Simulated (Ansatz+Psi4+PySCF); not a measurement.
The numbers below are computed, except where a source is named.
## Psi4 1.11 run

```
molecule {
0 1
Na 0.000000 0.000000 0.004220
H 0.000000 0.000000 2.263770
}

basis {
assign H cc-pVTZ
assign Na cc-pCVTZ
}
set reference rhf
set scf_type pk
energy('scf')
```

The input is written out from the run's settings.

The run gave:

```
Converged                                                          : yes
Total energy                                                       : -162.38400 hartree
Spin squared of the determinant                                    : 0.000
Occupied orbitals by symmetry in an Abelian subgroup (alpha; beta) : 4 A1 1 B1 1 B2; 4 A1 1 B1 1 B2
```
